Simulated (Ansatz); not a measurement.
B₃H₉⁺ (relaxed from a model of (H2B-mu-H)3, whose bonding it doesn't keep). The state is a doublet with charge 1. Geometry PBE-D4/def2-TZVP, that of the neutral singlet; atoms count from 1.

```tsv
atom	x (Å)	y (Å)	z (Å)
B1	1.054	0.309	0.146
H2	1.808	-0.054	-0.702
H3	1.540	0.962	1.045
H4	0.657	-0.540	1.068
B5	-0.321	-1.010	0.324
H6	-0.863	-1.343	1.356
H7	-0.098	-1.884	-0.454
H8	-1.345	-0.212	0.120
B9	-0.663	0.603	-0.655
H10	-0.583	0.364	-1.819
H11	-1.453	1.468	-0.341
H12	0.268	1.337	-0.087
```

**Question.** Estimate the Mulliken populations from the PBE0/def2-TZVP orbitals of Ansatz.

**Answer.** 
```tsv
atom	charge (e)	spin (α − β)
B1	-0.29	0.18
H2	0.21	0.20
H3	0.27	0.21
H4	0.25	-0.01
B5	-0.31	0.11
H6	0.21	0.07
H7	0.13	0.06
H8	0.26	-0.01
B9	-0.31	0.10
H10	0.13	0.05
H11	0.20	0.05
H12	0.25	-0.01
```
Mulliken values depend strongly on the basis.

**Question.** Where does the spin sit?

**Answer.** Summed by element: B 0.39, H 0.61, of 1 unpaired in all. Largest on single atoms: H3 0.21, H2 0.20, B1 0.18.

**Question.** And the Mayer bond orders between heavy atoms (over 0.3)?

**Answer.** B1–B5 0.54 (1.91 Å); B1–B9 0.53 (1.92 Å); B5–B9 0.43 (1.92 Å).
